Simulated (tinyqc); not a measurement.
Coupled-perturbed Hartree-Fock on RHF in the sto-3g basis, for H2O, spin multiplicity 1, step by step. One step of it, computed by the program tinyqc.

Question. Response to a field: uncoupled start. Field along z; U_ai = -mu_ai / (e_a - e_i), alpha = -4 sum U_ai mu_ai.

orbital energies (hartree): MO1 -20.232556, MO2 -1.253038, MO3 -0.620730, MO4 -0.434383, MO5 -0.384518, MO6 0.577839, MO7 0.747451

dipole integrals <a|z|i> (bohr):
```
          i1         i2         i3         i4        i5
a6  0.041431  -0.084406   0.000000  -0.421232  0.000000
a7  0.000000   0.000000  -0.600118   0.000000  0.000000
```

Give: uncoupled U; uncoupled polarisability.

Answer.

uncoupled U:
```
         i1      i2      i3      i4      i5
a6  -0.0020  0.0461  0.0000  0.4161  0.0000
a7   0.0000  0.0000  0.4386  0.0000  0.0000
```

uncoupled polarisability = 1.7700 bohr^3
